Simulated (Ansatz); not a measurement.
C$_{5}$H$_{13}$P, SMILES `CC(C)P(C)C`: the same geometry under several functionals.

```yaml
crystal:
  periodic: [false, false, false]
  atoms:
    - {symbol: C, position_ang: [0.057022, -1.167302, 1.131625]}
    - {symbol: C, position_ang: [0.932398, -0.190048, 0.363893]}
    - {symbol: C, position_ang: [1.877707, -0.922905, -0.580609]}
    - {symbol: P, position_ang: [0.056645, 1.158259, -0.577597]}
    - {symbol: C, position_ang: [-1.219731, 0.215599, -1.509730]}
    - {symbol: C, position_ang: [-1.005428, 1.888424, 0.734414]}
    - {symbol: H, position_ang: [-0.608635, -0.665946, 1.836756]}
    - {symbol: H, position_ang: [-0.557237, -1.766651, 0.454651]}
    - {symbol: H, position_ang: [0.676649, -1.863741, 1.705316]}
    - {symbol: H, position_ang: [1.543574, 0.370326, 1.083747]}
    - {symbol: H, position_ang: [1.321396, -1.497342, -1.327315]}
    - {symbol: H, position_ang: [2.505010, -1.630015, -0.030173]}
    - {symbol: H, position_ang: [2.531381, -0.228621, -1.113079]}
    - {symbol: H, position_ang: [-0.741914, -0.423669, -2.254781]}
    - {symbol: H, position_ang: [-1.860028, -0.396860, -0.870047]}
    - {symbol: H, position_ang: [-1.848142, 0.928461, -2.048136]}
    - {symbol: H, position_ang: [-0.375283, 2.336377, 1.506219]}
    - {symbol: H, position_ang: [-1.681130, 1.166876, 1.200555]}
    - {symbol: H, position_ang: [-1.604265, 2.688769, 0.294292]}
basis:
  gaussian: {orbitals: def2-TZVPP}
hamiltonian: {xc: lda}
output: {orbitals: {seedname: orbitals}}
```

```sh
$ ansatz run in.yaml --threads 4 --pin off --events-out ev --progress --plain --max-ram 11315MiB
```

Shortened log:

```
Functional definition: SPW92
1954 factors; their error is unknown
mean field evaluation 1: about -14572.7056 eV, gradient 1.1e2 eV
mean field evaluation 2: about -14512.2725 eV, gradient 1.8e2 eV
mean field evaluation 4: about -14601.9368 eV, gradient 1.9e1 eV
mean field evaluation 8: about -14602.7472 eV, gradient 1.1e-1 eV
mean field evaluation 16: about -14602.6934 eV, gradient 2.3e-3 eV
mean field -14602.69343966 eV, -536.6390858464 hartree, gradient 2.8e-5 eV, S^2 0.000000; 0 other end points of the search recorded, 0 dependent functions left out
reference -14602.69348727 eV, -536.6390875960 hartree; 29, 29 occupied and 350, 350 virtual orbitals, 1954 factors
Total energy: -14602.69348727 eV, -536.6390875960 hartree
```

Hardware: 4 threads of an Arm Neoverse V2 on a shared host. Wall time 2.9 s, peak host memory 0.68 GiB.

With the line `hamiltonian: {xc: {name: r2SCANh}, dispersion: d4}` (abridged; 12 s):

```
Functional definition: r2SCANh
mean field evaluation 16: about -14684.4701 eV, gradient 1.7e-3 eV
mean field -14684.47006225 eV, -539.6443212963 hartree, gradient 1.0e-5 eV, S^2 0.000000
Total energy: -14684.60053466 eV, -539.6491160692 hartree
```

With the line `hamiltonian: {xc: r2scan, dispersion: d4}` and forces (abridged; 10 s):

```
Functional definition: r2SCAN
mean field evaluation 16: about -14684.6672 eV, gradient 1.3e-2 eV
mean field -14684.66724700 eV, -539.6515677022 hartree, gradient 6.6e-5 eV, S^2 0.000000
Total energy: -14684.79163637 eV, -539.6561389272 hartree
Atom 0 force    -0.086424    -0.097212     0.083196 eV/Å
Atom 1 force     0.053415     0.073573     0.064731 eV/Å
Atom 2 force     0.109494    -0.078244    -0.090056 eV/Å
Atom 3 force     0.061143     0.123004    -0.087577 eV/Å
Atom 4 force    -0.056964    -0.040532    -0.056510 eV/Å
Atom 5 force    -0.050374     0.050450     0.054769 eV/Å
Atom 6 force     0.006212    -0.012936    -0.007334 eV/Å
Atom 7 force     0.011475     0.004088     0.003509 eV/Å
Atom 8 force    -0.004344     0.003599    -0.005707 eV/Å
Atom 9 force     0.004832     0.001692     0.011470 eV/Å
Atom 10 force    -0.000249     0.006779     0.010576 eV/Å
Atom 11 force    -0.008701     0.001602    -0.005759 eV/Å
Atom 12 force    -0.007717    -0.015410     0.005374 eV/Å
Atom 13 force    -0.017924     0.006179     0.009721 eV/Å
Atom 14 force    -0.004244     0.002923    -0.004045 eV/Å
Atom 15 force     0.005025    -0.018169     0.006796 eV/Å
Atom 16 force    -0.016561    -0.007762    -0.006735 eV/Å
Atom 17 force    -0.001837     0.008366    -0.003388 eV/Å
Atom 18 force     0.003745    -0.011990     0.016969 eV/Å
Dipole moment:    -0.136908    -0.171324     0.157633 e Å
```

With the line `hamiltonian: {xc: {name: B2PLYP}}` (abridged; 15 s):

```
Functional definition: B2PLYP
mean field evaluation 16: about -14670.7037 eV, gradient 1.4e-4 eV
mean field -14670.70367168 eV, -539.1384157740 hartree, gradient 5.5e-6 eV, S^2 0.000000
10 core orbitals not correlated: weight in the atoms' cores, before any rotation towards them, 1.000 or more for the frozen orbitals, at most 0.000 for the correlated occupied ones
second order -34.65640090 eV of doubles, -0.00000000 eV of singles
Total energy: -14680.06111081 eV, -539.4822953196 hartree
```

With the line `hamiltonian: {xc: pbe0, dispersion: d4}` (abridged; 7.5 s):

```
Functional definition: PBE0
mean field evaluation 16: about -14678.5575 eV, gradient 8.4e-5 eV
mean field -14678.55748678 eV, -539.4270381554 hartree, gradient 8.4e-5 eV, S^2 0.000000
Total energy: -14678.95501453 eV, -539.4416470308 hartree
```

The same input with `hamiltonian: {xc: {name: BLYP}, dispersion: d4}` (abridged; 4.7 s):

```
Functional definition: BLYP
mean field evaluation 16: about -14685.0710 eV, gradient 1.6e-3 eV
mean field -14685.07097269 eV, -539.6664043477 hartree, gradient 2.0e-5 eV, S^2 0.000000
Total energy: -14686.09349596 eV, -539.7039813847 hartree
```
